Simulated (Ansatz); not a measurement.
Species: CHO2, charge 0, doublet. CHO2 (SMILES O=[C]O, doublet).
B3LYP-D3(BJ)/def2-TZVP minimum from Ansatz (a quantum-chemistry and plane-wave program):
```
C
O 1 1.1815
O 1 1.3236 2 130.78
H 3 0.9792 1 109.74 2 0.00
```
Charge 0, spin multiplicity 2.

Wanted: atomisation energy (electronic, to ground-state atoms), in kcal/mol. Open shells are spin-unrestricted; no spin-orbit coupling. CBS(X,Y): correlation extrapolated as X^-3, Hartree-Fock from the larger set (Q,5: extrapolated as (X+1)exp(-9√X)). A bracket is a step between two methods taken in the basis named. The functionals are non-relativistic, so their misses hold any scalar relativity. Double hybrids freeze cores in their MP2 part. '+ core + X2C': CCSD(T) terms for core correlation (cc-pwCVTZ) and scalar relativity (cc-pVTZ-DK). Where a partner has so few electrons that a lower coupled-cluster level is exact, that level stands in.

CCSD(T)/CBS(cc-pVQZ,cc-pV5Z) + [CCSDT(Q) - CCSD(T)]/cc-pVTZ + core + X2C (Ansatz) gives 394.8 kcal/mol.

What does PBE/def2-TZVPD (Ansatz) give here, and how do the other levels compare?

PBE gives 419.8 kcal/mol, 25.0 kcal/mol above it. Differences of the others: PBE0/def2-TZVPD (Ansatz) 1.7; wB97M-V/def2-TZVPD (Ansatz) 0.3; B2PLYP/def2-TZVPD (Ansatz) -3.0; CCSD(T)/CBS(cc-pVQZ,cc-pV5Z) + core + X2C (Ansatz) -0.5 kcal/mol. Nearer than PBE: PBE0/def2-TZVPD, wB97M-V/def2-TZVPD, B2PLYP/def2-TZVPD, CCSD(T)/CBS(cc-pVQZ,cc-pV5Z) + core + X2C.
